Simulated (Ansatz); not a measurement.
Born–Oppenheimer molecular dynamics of CH$_{4}$AlF (7 atoms, charge 0, multiplicity 1). It starts from a relaxed structure.

Computed with Ansatz 0.2.0, UKS PBE0-D4/def2-SVP.

```
ensemble                      : NVE (velocity Verlet)
time step                     : 1 fs
steps asked                   : 150
starting velocities drawn for : 500 K
seed                          : 799490
```

First frame:

```xyz
7
Properties=species:S:1:pos:R:3
F -1.738 0.324 -0.652
C -0.616 -0.462 -0.436
Al 0.815 0.519 0.528
H -0.254 -0.840 -1.414
H -0.921 -1.371 0.120
H 0.605 2.024 0.985
H 2.170 -0.262 0.824
```

Q: How far do the bonds stretch over the last three quarters of this one trajectory? (Pairs bonded in most of those frames.)

A: 
```csv
bond,mean (Å),spread (Å),shortest,longest
F1–C2,1.390,0.038,1.33,1.45
C2–Al3,1.977,0.036,1.91,2.04
C2–H4,1.109,0.013,1.08,1.13
C2–H5,1.113,0.024,1.08,1.15
Al3–H6,1.591,0.034,1.54,1.64
Al3–H7,1.604,0.076,1.49,1.71
```

Mean temperature of the second half: 252 K. The conserved energy stayed within 0.86 meV per atom of its start (net change 0.53 meV per atom), so the integration is sound. Over the second half the temperature averaged 0.50 of the 500 K drawn at the start: a run that starts near a minimum puts about half its kinetic energy into the potential. A run of 0.15 ps of so small a system gives no equilibrium averages.

The run took 7.2 min on 1 thread of Arm Neoverse V1, on a shared host, peak memory 0.15 GiB.
